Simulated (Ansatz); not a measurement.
Cost and result for the atomization energy of C2H5FN2 (`N=C(F)CN`) (10 atoms, 9 bonds).

Z-matrix (Å, degrees):
```
C
N 1 1.438
C 1 1.498 2 116.0
H 1 1.096 2 110.1 3 122.2
H 1 1.096 2 110.1 3 -122.2
H 2 1.013 1 109.7 3 -57.7
H 2 1.013 1 109.7 3 57.8
F 3 1.353 1 111.0 2 -180.0
N 3 1.245 1 126.1 2 0.0
H 9 1.018 3 112.0 1 180.0
```

The species carries charge 0 and has multiplicity 1. Geometry: relaxed with PBE0-D4/def2-TZVP. It is one conformer, not always the lowest. Program: Ansatz. All runs use 4 threads of an Arm Neoverse V1 on a shared host. Times are those of one run each, without the atoms' runs, and a repeat can differ threefold. Electronic energies, without spin–orbit coupling; frozen cores. CCSD(T)/CBS adds CCSD(T) − MP2 in def2-TZVPP to the MP2 limit, and its time is that of the two runs behind it. T1 = 0.012. B3LYP takes the VWN-RPA correlation (the form of Gaussian; ORCA's B3LYP/G).

CCSD(T)/CBS is a level of theory with its own doubt, some kJ/mol a heavy atom from the limit and from the frozen cores, so smaller differences don't rank the functionals.

```csv
level,functions,wall time,atomization (kcal/mol),difference from CCSD(T)/CBS,per bond
revPBE-D4/def2-TZVPP,225,1.5 s,935.4,9.9,1.1
BLYP-D4/def2-TZVPP,225,1.6 s,939.9,14.4,1.6
PBE0-D4/def2-TZVPP,225,3.1 s,934.7,9.2,1.0
BHLYP-D4/def2-TZVPP,225,3.3 s,890.2,-35.3,-3.9
B3LYP-D4/def2-TZVPP (with forces),225,4.6 s,932.2,6.7,0.7
CCSD(T)/def2-SVP,95,5.5 s,871.8,-53.7,-6.0
B2PLYP/def2-TZVPP,225,6.5 s,920.2,-5.3,-0.6
PBE-QIDH/def2-TZVPP,225,6.5 s,918.4,-7.1,-0.8
ωB97X-V/def2-TZVPP,225,7.5 s,932.4,6.9,0.8
ωB97M-V/def2-TZVPP (with forces),225,11 s,933.4,7.9,0.9
MP2/def2-QZVPP,435,31 s,934.1,8.6,1.0
CCSD(T)/def2-TZVPP,225,120 s,897.2,-28.3,-3.1
CCSD(T)/CBS(def2),–,2.4 min,925.5,0.0,0.0
```

From PBE to PBE0 (25 % exact exchange), in def2-TZVPP and without D4, the atomization energy moves by −29.3 kcal/mol: exact exchange takes away binding that semilocal exchange gives to molecules. At CCSD(T), def2-SVP lies −53.7 kcal/mol from the extrapolated value and def2-TZVPP −28.3 kcal/mol: correlation converges slowly with the basis, and small sets miss more of it in the bonded molecule than in its fragments. Leaving LDA and LC-ωPBE aside and taking each functional with its dispersion term where it has one, the values, not all of them listed here, spread over 74.5 kcal/mol, from BHLYP-D4 to PBE-D4. LDA lies +131.3 kcal/mol from PBE without D4, its usual overbinding.
